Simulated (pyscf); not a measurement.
HO–Si(OH)(OH)–F (SMILES O[Si](O)(O)F) + HF (SMILES F) -> HO–Si(OH)(OH)–F (SMILES O[Si](O)(O)F) + HF (SMILES F) (four-centre exchange; singlet surface; F–Si, F–H broken, F–Si, F–H formed). Single points on ωB97X-D3(BJ)/def2-SVP structures (PySCF, gas phase). Energies in kcal/mol from the separated reactants.

| level | barrier | reaction energy |
|---|---|---|
| PBE/def2-TZVP | 21.2 | 0.0 |
| r²SCAN/def2-TZVP | 22.2 | 0.0 |
| PBE0-D3(BJ)/def2-TZVP | (withheld) | 0.0 |
| M06-2X/def2-TZVP | 25.7 | 0.0 |
| ωB97M-D3(BJ)/def2-TZVP | 24.9 | 0.0 |
| HF/def2-TZVP | (withheld) | 0.0 |

Q: Some entries are withheld; supply them.

A: 
- PBE0-D3(BJ)/def2-TZVP, barrier: 24.0
- HF/def2-TZVP, barrier: 43.5

The functionals in the table span 4.6 kcal/mol in this barrier, from PBE to M06-2X. On the reactant side the descent ends in a complex, 7.3 kcal/mol under the separated species and 32.9 kcal/mol under the saddle at ωB97X-D3(BJ)/def2-TZVP. On the product side the descent ends in a complex, 7.1 kcal/mol under the separated species and 32.7 kcal/mol under the saddle at ωB97X-D3(BJ)/def2-TZVP. The same reactants have a lower exit, to HO–Si(OH)(F)–F + H₂O (barrier +10.4 kcal/mol at ωB97M-D3(BJ)/def2-TZVP, against +24.9 kcal/mol here). One saddle was located; it need not be the lowest between these sides.
